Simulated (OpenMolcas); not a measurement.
# C2H3B (SMILES [H]B([H])C#C) at 6 levels

We compute a comparison of 6 runs (HF/STO-3G, HF/3-21G, HF/aug-pc-1, B3LYP/6-31G*, PBE0/def2-TZVP, MP2/def2-SVP) of C2H3B. 

Program for the calculation: OpenMolcas 26.06.

5 further runs of the same task are left out: 5 set aside as unsound or not needed.

## Step 1: The system as given

C2H3B has 6 atoms, charge 0, and is taken as a singlet. SMILES: `[H]B([H])C#C`. The shape is that of a GFN2-xTB optimisation.

Bond lengths: B1–C4 1.497 Å, C4–C5 1.207 Å, B1–H2 1.170 Å, B1–H3 1.170 Å, C5–H6 1.052 Å. Angles: B1–C4–C5 179.9°, H2–B1–C4 119.5°, H3–B1–C4 119.5°, C4–C5–H6 179.8°, H2–B1–H3 121.0°.

## Step 2: Energy and forces at HF/STO-3G (run 1)

job.inp reads:

```
&gateway
baslib
$CurrDir
coord
6
angstrom
B        0.568000       0.981560       0.005360
H        1.733690       0.971960       0.100340
H       -0.021130       1.988210      -0.085920
C       -0.181700      -0.313780      -0.000530
C       -0.784880      -1.359230      -0.006870
H       -1.313990      -2.268710      -0.012390
basis
STO-3G
group
NoSym
&seward
&scf
thresholds
1e-10 1e-07 1e-07 1e-05
prorbitals
0
&alaska
```

The basis set STO-3G is read from a file made from the Basis Set Exchange's data (not shown).

The run is started by

```
$ export MOLCAS_MEM=1860
$ pymolcas job.inp > job.log
```

Output:

```text
--- Start Module: gateway ---
[...]
--- Stop Module: gateway /rc=_RC_ALL_IS_WELL_ ---
[...]
      Basis functions           18
[...]
--- Start Module: scf ---
[...]
       Convergence after  11 Iterations
[...]
::    Total SCF energy                               -100.8206953763
[...]
      Total spin, S                                     0.0000000000
[...]
      Total electronic charge=   20.000000
      Total            charge=   -0.000000
[...]
      Dipole Moment (debye):
      Origin of the operator (angstrom)=   -0.1300   -0.2254   -0.0007
                   X= -3.3544E-01               Y= -5.7629E-01               Z= -3.3953E-03           Total=  6.6682E-01
      Quadrupole Moment (debye*angstrom):
[...]
--- Stop Module: scf /rc=_RC_ALL_IS_WELL_ ---
--- Start Module: alaska ---
[...]
 *              Molecular gradients               *
 **************************************************
  Irreducible representation: a
 ------------------------------------------------------------------------------------------
                              X                       Y                       Z
 ------------------------------------------------------------------------------------------
  B1               -5.06761286283952E-03   -9.22951042190467E-03    1.17004397218665E-05
  H2                5.16568097998471E-03   -2.44502067347330E-03    5.02149989677125E-04
  H3               -4.82283015793161E-03    3.44743545446713E-03   -5.62734338839493E-04
  C4                4.03999275246898E-02    7.03505382914456E-02    4.59974913101471E-04
  C5               -4.36728833991342E-02   -7.61554389156434E-02   -4.92585132987583E-04
  H6                7.99771791522796E-03    1.40319962651101E-02    8.14941293266272E-05
 ------------------------------------------------------------------------------------------
[...]
```

Run time: 1.6 s. Hardware: 1 thread of Arm Neoverse V2, shared host; peak memory 0.37 GiB.

## Step 3: Energy and gradient at HF/3-21G (run 2)

test.inp reads:

```
&GATEWAY
BasLib=$CurrDir
Coord
6
angstrom
B        0.568000       0.981560       0.005360
H        1.733690       0.971960       0.100340
H       -0.021130       1.988210      -0.085920
C       -0.181700      -0.313780      -0.000530
C       -0.784880      -1.359230      -0.006870
H       -1.313990      -2.268710      -0.012390
Basis=3-21G
Group=NoSym
&SEWARD
&SCF
Thresholds=1e-10 1e-07 1e-07 1e-05
PrOrbitals=1 2
&ALASKA
```

The basis set 3-21G is read from a file made from the Basis Set Exchange's data (not shown).

The run is started by

```
$ export MOLCAS_MEM=1860
$ pymolcas test.inp > test.log
```

Output:

```text
--- Start Module: gateway ---
[...]
--- Stop Module: gateway /rc=_RC_ALL_IS_WELL_ ---
[...]
      Basis functions           33
[...]
--- Start Module: scf ---
[...]
       Convergence after  13 Iterations
[...]
::    Total SCF energy                               -101.5228885703
[...]
      Total spin, S                                     0.0000000000
[...]
      Total electronic charge=   20.000000
      Total            charge=   -0.000000
[...]
      Dipole Moment (debye):
      Origin of the operator (angstrom)=   -0.1300   -0.2254   -0.0007
                   X= -4.7758E-01               Y= -8.1924E-01               Z= -5.2606E-03           Total=  9.4829E-01
      Quadrupole Moment (debye*angstrom):
[...]
--- Stop Module: scf /rc=_RC_ALL_IS_WELL_ ---
--- Start Module: alaska ---
[...]
 *              Molecular gradients               *
 **************************************************
  Irreducible representation: a
 ------------------------------------------------------------------------------------------
                              X                       Y                       Z
 ------------------------------------------------------------------------------------------
  B1                2.80100527136451E-04    6.82184818634468E-05    3.25634903547700E-05
  H2               -8.55714854748157E-03   -1.73122737505879E-03   -6.40364839299856E-04
  H3                2.65697100166529E-03   -8.13625938264950E-03    5.46047826154000E-04
  C4                1.58030887245815E-02    2.77765898457396E-02    2.15363228880411E-04
  C5               -9.91713397554950E-03   -1.78030195856351E-02   -1.54662658723381E-04
  H6               -2.65877730354580E-04   -1.74301984252612E-04    1.05295263412748E-06
 ------------------------------------------------------------------------------------------
[...]
```

Wall time 1.7 s (1 thread of Arm Neoverse V2, shared host); peak memory 0.37 GiB.

Runs 3 to 5 aren't shown in full; the table further down has their settings and results.

## Step 4: A single-point energy at MP2/def2-SVP (run 6)

input.xyz reads:

```xyz
6

B      0.568000     0.981560     0.005360
H      1.733690     0.971960     0.100340
H     -0.021130     1.988210    -0.085920
C     -0.181700    -0.313780    -0.000530
C     -0.784880    -1.359230    -0.006870
H     -1.313990    -2.268710    -0.012390
```

test.inp reads:

```
&GATEWAY
  BASLIB = $CurrDir
  COORD = input.xyz
  BASIS = def2-SVP
  GROUP = NoSym

&SEWARD

&SCF
  THRESHOLDS = 1e-10 1e-07 1e-07 1e-05
  PRORBITALS = 1

&MBPT2
  FROZEN = 3
```

The basis set def2-SVP is read from a file made from the Basis Set Exchange's data (not shown).

The run is started by

```
$ export MOLCAS_MEM=1860
$ pymolcas test.inp > test.log
```

Output:

```text
--- Start Module: gateway ---
[...]
--- Stop Module: gateway /rc=_RC_ALL_IS_WELL_ ---
[...]
      Basis functions           57
[...]
--- Start Module: scf ---
[...]
       Convergence after  13 Iterations
[...]
::    Total SCF energy                               -102.0106578545
[...]
      Total spin, S                                     0.0000000000
[...]
      Total electronic charge=   20.000000
      Total            charge=   -0.000000
[...]
      Dipole Moment (debye):
      Origin of the operator (angstrom)=   -0.1300   -0.2254   -0.0007
                   X= -4.1844E-01               Y= -7.1832E-01               Z= -4.5592E-03           Total=  8.3132E-01
      Quadrupole Moment (debye*angstrom):
[...]
--- Stop Module: scf /rc=_RC_ALL_IS_WELL_ ---
--- Start Module: mbpt2 ---
[...]
WARNING!
Default frozen orbitals as non valence orbitals is overwritten by user input.
Default values:   3
[...]
       Reference weight ( Cref**2 )         =        0.88265
::    Total MBPT2 energy                             -102.3393076385
[...]
      Total MBPT2 calculations                           0.06      0.07
--- Stop Module: mbpt2 /rc=_RC_ALL_IS_WELL_ ---
[...]
```

Run time: 2.3 s. Hardware: 1 thread of Arm Neoverse V2, shared host; peak memory 0.39 GiB.

## Step 5: All runs side by side

```tsv
run	level	integral approximation	task	energy (Eh)	dipole moment (D) of the reference	HOMO energy (eV)	LUMO energy (eV)	wall time
1	HF/STO-3G	none	gradient	-100.820695	0.67	-9.11	5.25	1.6 s
2	HF/3-21G	none	gradient	-101.522889	0.95	-10.77	1.65	1.7 s
3	HF/aug-pc-1 (RICD fitting)	RICD	properties	-102.067127	0.77	-10.84	0.77	2.9 s
4	B3LYP/6-31G* (spherical functions)	none	gradient	-102.780274	1.10	-7.54	-2.19	11 s
5	PBE0/def2-TZVP	none	gradient	-102.671179	0.94	-8.10	-2.38	40 s
6	MP2/def2-SVP	none	energy	-102.339308	0.83	-10.84	1.43	2.3 s
```

## Step 6: Summary of results

```
                                          quantity          value
                               run 6: total energy  -102.33931 Eh
         run 6: dipole moment (mean-field density)         0.83 D
        run 6: HOMO energy (Hartree–Fock orbitals)      -10.84 eV
        run 6: LUMO energy (Hartree–Fock orbitals)        1.43 eV
      run 6: HOMO–LUMO gap (Hartree–Fock orbitals)       12.27 eV
run 6: correlation energy (3 core orbitals frozen)     -328.6 mEh
```

**Reading.** Over runs 1, 2, 3, 4, 5 the dipole moment (its size) runs from 0.67 D (HF/STO-3G) to 1.10 D (B3LYP/6-31G*). The two ends differ in method and basis. Over runs 1, 2, 3, 4, 5 the HOMO–LUMO gap runs from 5.36 eV (B3LYP/6-31G*) to 14.36 eV (HF/STO-3G). Totals of different functionals can't be ranked against each other. In run 1 the basis is minimal, so the values are rough. All runs together took 59 s, the longest 40 s.
